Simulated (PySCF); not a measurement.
# SiN₂H₆: electronic excitations at several levels of theory, part 2 of 2

PySCF 2.14.0. Atoms count from 0. Earlier steps stand in the parts before.

## Step 9: Ultraviolet spectrum: PBE0/def2-TZVPD

The job: settings as JSON, then the geometry in Å.

```
{"job": {"kind": "uv", "xc": "PBE0", "basis": "def2-TZVPD"}, "charge": 0, "multiplicity": 1}
N      1.240481    -0.362972     0.012295
Si    -0.309282     0.389032     0.093369
N     -1.508110    -0.822136    -0.164211
H      1.483692    -1.122115     0.637965
H      2.054948     0.170455    -0.266078
H     -0.718925     1.010686     1.397540
H     -0.209586     1.498921    -0.912952
H     -2.432398    -0.729040     0.237712
H     -1.512690    -1.389917    -1.003182
```

Level: TDDFT PBE0/def2-TZVPD, vertical, gas phase, core orbitals frozen in the response.

The log of the run:

```text
coarse grid: 7472 points
cycle   1  E = -402.4128078559  dE =  6.062e-02  |g| = 5.545e-01  |ddm| = 2.148e+00
cycle   2  E = -402.3445291738  dE =  6.828e-02  |g| = 7.870e-01  |ddm| = 7.830e-01
cycle   3  E = -402.4769668143  dE = -1.324e-01  |g| = 3.732e-02  |ddm| = 4.836e-01
cycle   4  E = -402.4772967308  dE = -3.299e-04  |g| = 8.032e-03  |ddm| = 3.440e-02
cycle   5  E = -402.4773125451  dE = -1.581e-05  |g| = 2.422e-03  |ddm| = 9.594e-03
cycle   6  E = -402.4773139167  dE = -1.372e-06  |g| = 3.214e-04  |ddm| = 2.362e-03
final grid: 66144 points
cycle   7  E = -402.4683278818  dE = -2.293e-05  |g| = 7.545e-03  |ddm| = 3.736e-02
cycle   8  E = -402.4683155333  dE =  1.235e-05  |g| = 1.084e-02  |ddm| = 9.450e-03
cycle   9  E = -402.4683392448  dE = -2.371e-05  |g| = 1.925e-04  |ddm| = 5.675e-03
cycle  10  E = -402.4683392549  dE = -1.011e-08  |g| = 7.963e-05  |ddm| = 2.400e-04
cycle  11  E = -402.4683392565  dE = -1.637e-09  |g| = 1.283e-05  |ddm| = 6.356e-05
cycle  12  E = -402.4683392566  dE = -4.218e-11  |g| = 2.617e-06  |ddm| = 1.369e-05
converged SCF energy = -402.4683392566

Static polarisability (au): isotropic 47.007, principal 43.644 47.017 50.361

Singlet excitations
state   eV       nm        f      main configurations
  1   6.2527    198.3   0.03388   H->L 0.85, H-1->L+1 0.13
  2   6.3697    194.6   0.03768   H-1->L 0.50, H->L+1 0.48
  3   6.7355    184.1   0.00088   H->L+1 0.50, H-1->L 0.47
  4   6.9483    178.4   0.06335   H-1->L+1 0.84, H->L 0.13
  5   7.2352    171.4   0.03276   H->L+2 0.96
  6   7.5136    165.0   0.01352   H-1->L+2 0.92
  7   7.7902    159.2   0.03414   H->L+3 0.92
  8   7.9111    156.7   0.02036   H->L+4 0.64, H-1->L+3 0.22
  9   8.0115    154.8   0.00766   H-1->L+4 0.35, H->L+5 0.30, H->L+6 0.15
 10   8.0206    154.6   0.03803   H-1->L+3 0.38, H->L+6 0.25, H->L+5 0.13

Triplet excitations (Tamm-Dancoff, eV): 5.9445 5.9953 6.4721 6.5448
```

Wall time 12 s (1 thread of Arm Neoverse V1, shared host); peak memory 0.68 GiB.

Key values: HOMO -7.26 eV, LUMO 0.28 eV; lowest singlet 6.25 eV.

## Step 10: Excited states and response: PBE0/6-31+G*

Same as in step 9 but for these lines:

```diff
@@ -1,2 +1,2 @@
-{"job": {"kind": "uv", "xc": "PBE0", "basis": "def2-TZVPD"}, "charge": 0, "multiplicity": 1}
+{"job": {"kind": "uv", "xc": "PBE0", "basis": "6-31+G*"}, "charge": 0, "multiplicity": 1}
 N      1.240481    -0.362972     0.012295
```

Level: TDDFT PBE0/6-31+G*, vertical, gas phase, core orbitals frozen in the response.

The log of the run:

```text
coarse grid: 7472 points
cycle   1  E = -402.3552777129  dE =  8.350e-02  |g| = 5.199e-01  |ddm| = 2.636e+00
cycle   2  E = -402.2950653780  dE =  6.021e-02  |g| = 7.263e-01  |ddm| = 1.118e+00
cycle   3  E = -402.4152533575  dE = -1.202e-01  |g| = 3.241e-02  |ddm| = 6.619e-01
cycle   4  E = -402.4155483644  dE = -2.950e-04  |g| = 5.685e-03  |ddm| = 5.794e-02
cycle   5  E = -402.4155574488  dE = -9.084e-06  |g| = 1.551e-03  |ddm| = 1.081e-02
final grid: 66144 points
cycle   6  E = -402.3796398435  dE = -9.344e-06  |g| = 7.132e-03  |ddm| = 1.780e-02
cycle   7  E = -402.3796283772  dE =  1.147e-05  |g| = 1.024e-02  |ddm| = 1.345e-02
cycle   8  E = -402.3796514169  dE = -2.304e-05  |g| = 2.834e-04  |ddm| = 7.815e-03
cycle   9  E = -402.3796514396  dE = -2.265e-08  |g| = 7.871e-05  |ddm| = 4.828e-04
cycle  10  E = -402.3796514413  dE = -1.698e-09  |g| = 2.130e-05  |ddm| = 1.266e-04
cycle  11  E = -402.3796514414  dE = -1.014e-10  |g| = 9.792e-06  |ddm| = 3.209e-05
converged SCF energy = -402.3796514414

Static polarisability (au): isotropic 40.946, principal 38.283 41.236 43.319

Singlet excitations
state   eV       nm        f      main configurations
  1   6.0922    203.5   0.03464   H->L 0.86, H-1->L+1 0.13
  2   6.1947    200.1   0.04474   H-1->L 0.52, H->L+1 0.47
  3   6.5342    189.7   0.00057   H->L+1 0.51, H-1->L 0.47
  4   6.7409    183.9   0.05137   H-1->L+1 0.85, H->L 0.13
  5   7.0884    174.9   0.04690   H->L+2 0.98
  6   7.3165    169.5   0.00082   H->L+3 0.59, H-1->L+2 0.38
  7   7.3798    168.0   0.06895   H-1->L+2 0.60, H->L+3 0.39
  8   7.5647    163.9   0.03433   H-1->L+3 0.96
  9   8.3581    148.3   0.01572   H->L+5 0.35, H->L+4 0.21, H-2->L+1 0.17
 10   8.3768    148.0   0.04558   H->L+4 0.32, H-2->L 0.19, H->L+5 0.18

Triplet excitations (Tamm-Dancoff, eV): 5.8124 5.8656 6.3073 6.3818
```

Wall time 3.8 s (1 thread of Arm Neoverse V1, shared host); peak memory 0.45 GiB.

In short: HOMO -7.19 eV, LUMO 0.15 eV; lowest singlet 6.09 eV.

## Step 11: Run by run: electronic excitations

Excitations and ground-state properties, with basis size and wall time:

| run | lowest singlet (eV) | brightest (eV) | f | gap (eV) | α (Å³) | μ (D) | functions | time |
| --- | --- | --- | --- | --- | --- | --- | --- | --- |
| wB97X-D/def2-SVPD | 6.78 | 7.77 | 0.069 | 11.35 | 6.75 | 0.61 | 112 | 23 s |
| LC-wPBE/def2-SVPD | 7.12 | 9.12 | 0.101 | 12.34 | 6.57 | 0.59 | 112 | 43 s |
| PBE0/6-31G* | 7.13 | 7.78 | 0.091 | 8.58 | 5.05 | 0.75 | 58 | 3.1 s |
| PBE0/def2-SVP | 7.16 | 7.84 | 0.100 | 8.71 | 5.37 | 0.83 | 76 | 4 s |
| PBE0/def2-TZVP | 6.73 | 7.33 | 0.073 | 8.19 | 6.18 | 0.71 | 135 | 8.4 s |
| PBE0/aug-cc-pVDZ | 5.93 | 7.12 | 0.048 | 7.07 | 7.06 | 0.59 | 127 | 7.8 s |
| PBE0/aug-cc-pVTZ | 5.97 | 7.12 | 0.043 | 7.10 | 7.06 | 0.62 | 280 | 25 s |
| PBE0/def2-TZVPD | 6.25 | 6.95 | 0.063 | 7.54 | 6.97 | 0.65 | 171 | 12 s |
| PBE0/6-31+G* | 6.09 | 7.38 | 0.069 | 7.34 | 6.07 | 0.51 | 70 | 3.8 s |

## Step 12: What came out

The summary covers parts 1 to 2.

| quantity | value |
| --- | --- |
| lowest singlet (wB97X-D/def2-SVPD) | 6.78 eV (183 nm), f = 0.029 |
| brightest single state of those computed | state 4, 7.77 eV, f = 0.069 |
| lowest triplet | 6.54 eV |
| vertical ionisation energy (ΔSCF) | 9.55 eV |
| range of the lowest singlet | 5.93 to 7.16 eV |

**Reading.** Single values in the summary come from the first run of each kind that ended normally (wB97X-D/def2-SVPD), which need not be the best level. The lowest singlet, at 6.78 eV, is HOMO→LUMO 0.74, HOMO−1→LUMO+1 0.20 and is weak; of the 10 states computed, the strongest absorption comes from state 4 at 7.77 eV (the last state computed is bright too, and its partners may lie past the list). The lowest triplet lies 0.24 eV below the lowest singlet (triplets in Tamm-Dancoff, singlets in full TDDFT). The orbital energy would give 9.15 eV for ionisation, ΔSCF gives 9.55 eV. The lowest singlet runs from 5.93 eV (PBE0/aug-cc-pVDZ) to 7.16 eV (PBE0/def2-SVP), while the orbital gap spans 7.07 to 12.34 eV. The lowest state need not be the same one in every run. The runs solved for a few states only, so the brightest column depends on that window.
